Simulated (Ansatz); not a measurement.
CH₄AlN, SMILES N=[CH][AlH2], a composite energy at a relaxed geometry

Computed with Ansatz 0.2.0, Python API.

Notebook, run cell by cell (the value of a cell's last expression is shown):

**Cell 1**
```python
import itertools

import ansatz as az
from ase.data import atomic_numbers, covalent_radii
import numpy as np
```

**Cell 2**
```python
geometry_ang = [
    ("N", (-1.4199, -0.7004, -0.0089)),
    ("C", (-0.4008, -0.1878, -0.5444)),
    ("Al", (1.0183, 0.4724, 0.5998)),
    ("H", (-2.1594, -0.9911, -0.6208)),
    ("H", (-0.2805, -0.1526, -1.6401)),
    ("H", (0.8898, 0.4318, 2.2002)),
    ("H", (2.4137, 1.0598, -0.0315)),
]
ch4aln = az.Crystal.molecule()
for symbol, xyz in geometry_ang:
    ch4aln = ch4aln.atom(symbol, xyz)

calculation = (
    ch4aln.calculation()
    .basis(gaussian="def2-SVP")
    .functional("b3lyp", dispersion="d3bj")
)
symbols = [site.symbol for site in ch4aln.cartesian_sites]
start = np.array([site.position_ang for site in ch4aln.cartesian_sites], dtype=float)
data = calculation.relax(force_tolerance=0.01, max_steps=100).run().report
end = np.array(data["positions_ang"])
# pairs closer than 1.2 times the sum of covalent radii, before or after
radius = [covalent_radii[atomic_numbers[s]] for s in symbols]
span = lambda where, i, j: np.linalg.norm(where[i] - where[j])
bonded = [(i, j) for i, j in itertools.combinations(range(len(symbols)), 2) if min(span(start, i, j), span(end, i, j)) < 1.2 * (radius[i] + radius[j])]
print("pair        before    after (A)")
for i, j in bonded:
    print(f"{symbols[i]}{i}-{symbols[j]}{j}".ljust(10), f"{span(start, i, j):8.4f} {span(end, i, j):8.4f}")
```
Output:
```text
pair        before    after (A)
N0-C1        1.2602   1.2846
N0-H3        1.0029   1.0328
C1-Al2       1.9388   1.9819
C1-H4        1.1028   1.1143
Al2-H5       1.6061   1.5804
Al2-H6       1.6403   1.5890
```

**Cell 3**
```python
minimum = az.Crystal.molecule()
for symbol, place in zip(symbols, end):
    minimum = minimum.atom(symbol, place.tolist())
at_minimum = minimum.calculation()
# MP2 extrapolated to the basis limit, plus the small-basis difference CCSD(T) - MP2
level = lambda method, basis: at_minimum.basis(gaussian=basis).correlation(method).run().report
small, large, cluster = level("mp2", "cc-pVDZ"), level("mp2", "cc-pVTZ"), level("ccsd_t", "cc-pVDZ")
corr = lambda each: (each["free_energy_ev"] - each["reference_energy_ev"]) / 27.211386246
mp2_limit = (27 * corr(large) - 8 * corr(small)) / 19
pieces = {"HF / cc-pVTZ": large["reference_energy_ev"] / 27.211386246, "MP2 correlation, DZ-TZ limit": mp2_limit, "CCSD(T) - MP2 / cc-pVDZ": corr(cluster) - corr(small)}
for name, value in pieces.items():
    print(f"{name:32s} {value:14.6f} Ha")
print(f"{'sum':32s} {sum(pieces.values()):14.6f} Ha")
print("T1 diagnostic", round(cluster["correlation"]["coupled_cluster"]["t1_diagnostic"], 4))
```
Output:
```text
HF / cc-pVTZ                        -336.558347 Ha
MP2 correlation, DZ-TZ limit          -0.478672 Ha
CCSD(T) - MP2 / cc-pVDZ               -0.048978 Ha
sum                                 -337.085996 Ha
T1 diagnostic 0.012
```

What to keep in mind:
- Total energies depend on the basis set; only differences at equal settings carry meaning.
- The sum leaves out core correlation, relativity, the Hartree-Fock basis error and zero-point energy; a DZ-TZ extrapolation is rough.
- b3lyp holds the VWN-RPA fit, as in Gaussian; the form of ORCA and Turbomole is b3lyp5.
- Inner cores stay frozen, so this is valence correlation.
- For Al to Cl the sets with a tight d function, cc-pV(X+d)Z, are usual.
- An extrapolation from small basis sets is rough.
- Finished in 9 s on 1 thread of AMD EPYC 9B45 (Zen 5), with other jobs on the host, peak memory 0.31 GiB.
